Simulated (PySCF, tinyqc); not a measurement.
CCSD on RHF in the sto-3g basis, frozen core, for CH2, spin multiplicity 1, step by step. The lowest restricted solution is unstable here: a spin-polarised one lies 0.0292 hartree lower (PySCF). One step of it, computed by the program tinyqc.

Task: Orthogonalisation. S = U s U^T; canonical form X = U s^(-1/2), so that X^T S X = 1. Each column of U has its largest component positive (the first on a tie).

overlap S, lower triangle:
```
           1C 1s     1C 2s    1C 2px     1C 2py    1C 2pz     2H 1s     3H 1s
1C 1s   1.000000
1C 2s   0.248362  1.000000
1C 2px  0.000000  0.000000  1.000000
1C 2py  0.000000  0.000000  0.000000   1.000000
1C 2pz  0.000000  0.000000  0.000000   0.000000  1.000000
2H 1s   0.057550  0.471468  0.000000   0.365938  0.271110  1.000000
3H 1s   0.057550  0.471468  0.000000  -0.365938  0.271110  0.162567  1.000000
```

Give: eigenvalues of S; X.

Result:

eigenvalues of S: 0.2910  0.3949  0.8646  1.0000  1.1047  1.4426  1.9023

X:
```
              1        2        3       4        5        6       7
1C 1s   -0.2924   0.0000   0.7772  0.0000  -0.6028   0.0000  0.1643
1C 2s    1.2265   0.0000  -0.3523  0.0000  -0.3116   0.0000  0.4275
1C 2px   0.0000   0.0000   0.0000  1.0000   0.0000   0.0000  0.0000
1C 2py   0.0000   1.0343   0.0000  0.0000   0.0000   0.6328  0.0000
1C 2pz   0.6464   0.0000   0.6171  0.0000   0.6433   0.0000  0.2198
2H 1s   -0.8452  -0.8552  -0.1541  0.0000   0.1242   0.3826  0.3658
3H 1s   -0.8452   0.8552  -0.1541  0.0000   0.1242  -0.3826  0.3658
```
